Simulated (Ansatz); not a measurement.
C2H4O2, singlet: CASSCF and its corrections

Calculated in Ansatz's Gaussian-basis code. Basis cc-pVDZ, nonrelativistic, no frozen core. State-specific CASSCF; RHF is the lowest restricted (open-shell) Hartree–Fock solution met. No symmetry is imposed, so a solution can break that of the shape. No proof that the lowest CASSCF solution was found.

Geometry:

```xyz
8

C    -0.9312   -0.0839    0.0000
O    -0.7110   -1.2782    0.0000
O     0.0000    0.8868    0.0000
H    -1.9284    0.3746    0.0000
C     1.3569    0.3973    0.0000
H     1.9801    1.2882    0.0000
H     1.5411   -0.2062    0.8894
H     1.5411   -0.2062   -0.8894
```

What do CASSCF and its corrections give against RHF in CAS(4,3), and what are the occupations?

CASSCF -0.818 eV, SC-NEVPT2 -17.519 eV; occupations 2.00, 1.94, 0.06.

Roughly how much CPU time does a whole run from the default start take (median of such runs, summed over threads; nearly all runs on one pinned thread of a shared server, mostly Xeon at 2.3 to 2.6 GHz, by a development driver)?

CAS(4,3): about 2.2 s. Other jobs ran beside these, and the count of passes differs.
